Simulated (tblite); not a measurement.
Compound: C₃H₃ClN₂.
Bonds: Cl1–C2, C2–C3 (aromatic), C3–N4 (aromatic), N4–C5 (aromatic), C5–N6 (aromatic), C2–N6 (aromatic). Hydrogens: H7 on C3; H8 on N4; H9 on C5.

Computed with GFN2-xTB (tblite), gas phase: Langevin dynamics at 200 K from the optimised GFN2-xTB geometry, time step 0.5 fs, friction 0.01 fs⁻¹, 2000 steps. The instantaneous temperature is 2·E(kin)/(3Nk) with all 3N coordinates.

```tsv
t (fs)	T (K)	E(pot) above start (eV)	Cl1–C2 (Å)	C2–C3 (Å)	C3–N4 (Å)	N4–C5 (Å)	C5–N6 (Å)	C3–H7 (Å)
0	186	0.000	1.700	1.370	1.367	1.352	1.303	1.068
25	138	0.106	1.662	1.346	1.377	1.352	1.303	1.072
50	164	0.151	1.724	1.350	1.373	1.358	1.307	1.093
75	132	0.145	1.742	1.355	1.356	1.345	1.306	1.049
100	114	0.214	1.649	1.355	1.342	1.337	1.286	1.106
125	212	0.106	1.676	1.396	1.344	1.332	1.281	1.063
150	193	0.145	1.733	1.402	1.350	1.348	1.289	1.085
175	165	0.158	1.682	1.348	1.350	1.359	1.297	1.075
200	142	0.239	1.713	1.361	1.333	1.348	1.298	1.042
225	251	0.196	1.675	1.387	1.334	1.342	1.295	1.091
250	387	0.215	1.687	1.377	1.356	1.340	1.308	1.084
275	251	0.277	1.729	1.364	1.391	1.372	1.318	1.036
300	213	0.290	1.687	1.351	1.362	1.404	1.319	1.101
325	159	0.235	1.748	1.374	1.331	1.398	1.316	1.073
350	216	0.142	1.696	1.375	1.350	1.367	1.305	1.058
375	177	0.145	1.648	1.367	1.356	1.376	1.296	1.071
400	207	0.165	1.685	1.378	1.380	1.381	1.296	1.074
425	262	0.210	1.715	1.366	1.389	1.376	1.295	1.089
450	166	0.269	1.673	1.357	1.384	1.373	1.285	1.076
475	158	0.193	1.695	1.364	1.368	1.377	1.288	1.059
500	131	0.146	1.740	1.359	1.358	1.373	1.306	1.074
525	186	0.136	1.693	1.349	1.380	1.328	1.322	1.075
550	143	0.099	1.707	1.367	1.364	1.309	1.323	1.068
575	129	0.215	1.731	1.369	1.352	1.304	1.320	1.059
600	202	0.157	1.671	1.383	1.353	1.332	1.298	1.081
625	163	0.165	1.702	1.396	1.348	1.348	1.289	1.051
650	138	0.145	1.711	1.375	1.342	1.365	1.290	1.062
675	188	0.112	1.716	1.336	1.380	1.360	1.303	1.083
700	135	0.162	1.734	1.350	1.396	1.359	1.300	1.058
725	184	0.160	1.694	1.364	1.392	1.363	1.291	1.104
750	230	0.106	1.740	1.394	1.376	1.351	1.286	1.067
775	220	0.182	1.676	1.400	1.364	1.358	1.301	1.058
800	241	0.115	1.666	1.369	1.375	1.337	1.312	1.092
825	154	0.167	1.736	1.369	1.377	1.351	1.329	1.057
850	124	0.129	1.689	1.371	1.367	1.359	1.321	1.075
875	191	0.117	1.689	1.358	1.368	1.359	1.303	1.058
900	172	0.137	1.733	1.367	1.349	1.346	1.291	1.095
925	154	0.173	1.712	1.350	1.345	1.373	1.268	1.084
950	156	0.228	1.698	1.341	1.319	1.384	1.269	1.060
975	179	0.204	1.696	1.330	1.326	1.365	1.275	1.079
1000	224	0.142	1.748	1.362	1.328	1.378	1.296	1.059
```

Q: From 500 fs on, how do temperature and potential energy compare with equipartition?

A: The mean temperature of these 21 frames is 173 K against the target 200 K, and the mean potential energy 0.15 eV against 21 × kT/2 = 0.18 eV for 21 classical harmonic modes. For 9 atoms in a canonical ensemble the temperature itself scatters by T·√(2/(3N)) = 54 K; here its standard deviation is 35 K. The whole run lasts only 10 friction times of 100 fs, so these averages carry a wide statistical error.

Q: What are the kinetic and total energies of the listed frame with the highest potential energy?

A: The one at 300 fs, 0.290 eV above the start. Its kinetic energy is 3NkT/2 = 0.248 eV at 213 K, so the sum is 0.54 eV; over the listed frames the sum runs from 0.22 to 0.67 eV, since the thermostat adds and removes energy.

Q: How much do the listed bonds fluctuate from 500 fs on?

A: 
| bond | at the start (Å) | mean (Å) | standard deviation (Å) |
| --- | --- | --- | --- |
| Cl1–C2 | 1.700 | 1.709 | 0.024 |
| C2–C3 | 1.370 | 1.365 | 0.018 |
| C3–N4 | 1.367 | 1.360 | 0.021 |
| N4–C5 | 1.352 | 1.352 | 0.020 |
| C5–N6 | 1.303 | 1.300 | 0.017 |
| C3–H7 | 1.068 | 1.071 | 0.014 |

The motion is classical and holds no zero-point motion.

What follows is the cost of the whole dynamics run. Hardware: one thread, INTEL XEON PLATINUM 8581C at 2.10 GHz (x86_64), shared host with 80 logical CPUs at a one-minute load of 7.6. Cost: 7.2 s, 0.18 GiB resident at most.
